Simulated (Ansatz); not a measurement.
Reaction (SMILES): OO (H2O2) → [O-]O + H+
B3LYP-D3(BJ)/def2-TZVP geometries, fixed; electronic energies without zero-point terms.

Effect of a fitting basis named in the input at HF/aug-cc-pVQZ with Ansatz (an electronic-structure program), against the last row, where the deprotonation energy is 390.41 kcal/mol. The default fits or decomposes integrals by the program's own choice; accuracy: high also tightens integrals, grids and stops.

```csv
setting,largest shift of a total energy (mEh),shift of the deprotonation energy (kcal/mol)
fitting: def2-SV(P)-JKFIT,0.072,0.015
fitting: def2-universal-JKFIT,0.072,0.015
fitting: cc-pVTZ-JKFIT,0.046,-0.033
fitting: cc-pVQZ-JKFIT,-0.059,-0.038
fitting: cc-pV5Z-JKFIT,-0.065,-0.039
accuracy: high,-0.004,0.000
accuracy: medium (default),0.000,0.000
```

Within 0.02 kcal/mol in the deprotonation energy: fitting: def2-SV(P)-JKFIT; fitting: def2-universal-JKFIT; accuracy: high. The largest shift is 0.072 mEh in a total energy and 0.039 kcal/mol in the difference.
